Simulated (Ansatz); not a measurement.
Molecule: trifluoroborane, BF3 (charge 0, singlet). 
Structure (B3LYP-D3(BJ)/def2-TZVP (Ansatz, a program for electronic structure) minimum search):
SMILES: B(F)(F)F
```xyz
4

B      0.0000     0.0000     0.0000
F      0.0168     1.3152     0.0316
F      1.1308    -0.6724    -0.0050
F     -1.1476    -0.6428    -0.0266
```
Charge 0, spin multiplicity 1.

Property: atomisation energy (electronic, to ground-state atoms), in kJ/mol. Cores are frozen in the correlated levels unless marked. Open shells are spin-unrestricted. No spin-orbit coupling. Non-relativistic unless marked X2C. The coupled-cluster limit lacks core correlation, which all-electron functionals hold. CBS marks a two-point X^-3 extrapolation of the correlation energy; Hartree-Fock from the larger set.

```tsv
level	program	atomisation energy (kJ/mol)
PBE-D3(BJ)/def2-TZVPD	Ansatz + dftd3	2011.5
PBE0-D3(BJ)/def2-TZVPD	Ansatz + dftd3	1948.5
PBE0-D4/def2-TZVPD	Ansatz + dftd4	1949.2
X2C-CCSD(T)/cc-pVTZ-DK	Ansatz	1918.3
CCSD(T)/CBS(cc-pVTZ,cc-pVQZ)	Ansatz	…
```

Question: Some entries are withheld; supply them.

Answer: 
- CCSD(T)/CBS(cc-pVTZ,cc-pVQZ), atomisation energy (kJ/mol): 1964.5
